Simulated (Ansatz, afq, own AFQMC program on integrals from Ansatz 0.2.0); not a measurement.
Two steps: Ansatz 0.2.0 writes the Fock matrix and Cholesky factors of the valence space, and afq projects on them the lowest state that overlaps trial and start.

```yaml
crystal:
  periodic: [false, false, false]
  atoms:
    - {symbol: B, position_ang: [0.000000, 0.000000, -1.472133]}
    - {symbol: C, position_ang: [0.000000, 0.000000, -0.102133]}
    - {symbol: Si, position_ang: [0.000000, 0.000000, 1.574267]}
basis:
  gaussian: {orbitals: cc-pVDZ}
magnetization: {spin_polarized: false, initial_magnetization: 1}
correlation: {method: ccsd_t, electrons: outside_noble_gas, hamiltonian_folder: ham}
```

```sh
$ ansatz run in.yaml --threads 1 --pin off --events-out ev --progress --plain --max-ram 1843MiB
```

Options of the walk:

```
--method phaseless --trial hf --walkers 120 --populations 1 --least-time 40 --time-step 0.005 --steps-per-block 20 --equilibration-blocks 112 --max-blocks 600 --target-error 0.0012000 --factor-cut 1e-05 --start spin_pure --seed 1491 --taylor-order 6
```

Times are imaginary, in 1/Eh. The walk had a cap of 1475 s.

Log:

```
orbitals 39  electrons 6 5  factors 297 of 453
reference energy -351.31573001 Eh
CCSD correlation -0.27498389 Eh in 15 cycles, weight of the determinant in the CISD state 0.8267
energy of the start -351.315730 Eh
 block  time / (1/Eh)  mean weight  energy / Eh
     1     0.100  1.0013  -351.365883
     2     0.200  0.9995  -351.405868
     3     0.300  1.0009  -351.441449
     4     0.400  1.0022  -351.466236
     5     0.500  1.0015  -351.478228
     8     0.800  1.0005  -351.522760
    18     1.800  0.9988  -351.552068
    69     6.900  0.9984  -351.635859
   120    12.000  0.9915  -351.598917
   171    17.100  1.0002  -351.593299
   222    22.200  1.0016  -351.662509
   239    23.900  1.0024  -351.671462
   273    27.300  0.9987  -351.631275
   324    32.400  0.9985  -351.570624
   375    37.500  1.0019  -351.611720
   426    42.600  1.0000  -351.577409
   477    47.700  1.0014  -351.596408
   528    52.800  0.9997  -351.650677
   579    57.900  0.9998  -351.601101
   630    63.000  0.9987  -351.594168
   681    68.100  1.0007  -351.601212
   698    69.800  1.0009  -351.622313
blocks merged  error / Eh  count
     1  0.001021  600
     2  0.001348  300
     4  0.001782  150
     8  0.002271  75
    16  0.002972  37
    32  0.003195  18
    64  0.003855  9
energy -351.611324 +/- 0.003195 Eh
(rows thinned)
```

The run passed its tests (sampling time, drift between the halves within three errors, error under three times the target), which doesn't prove that it has relaxed.

Against this walk (error 86.9 meV) on the same determinant: CCSD(T) 41.1 meV higher (within the noise), CCSDT(Q) 46.3 meV lower (within the noise). The error is statistical and leaves out the bias of the constraint. None of these is a sure reference here.

Cautions: constraint bias not in the error; error above the target (86.9 against 32.7 meV); a spin-contaminated unrestricted determinant lies lower (UHF 187 meV lower, ⟨S²⟩ 1.05); (T) is large, 7 % of the CCSD correlation.

The walk took 5.1 min on 1 thread of Arm Neoverse V1, with other jobs on the host. The log's last line is the phaseless energy.

CCSDT and higher add their correlation energy to the determinant of the CCSD(T) run, since their own runs factorise the integrals more tightly (a shift of under 2 meV). A walk keeps the symmetry of its determinant, which the program's search chose and which needn't be the lowest solution, so a lower state of the same spin and another symmetry isn't excluded.
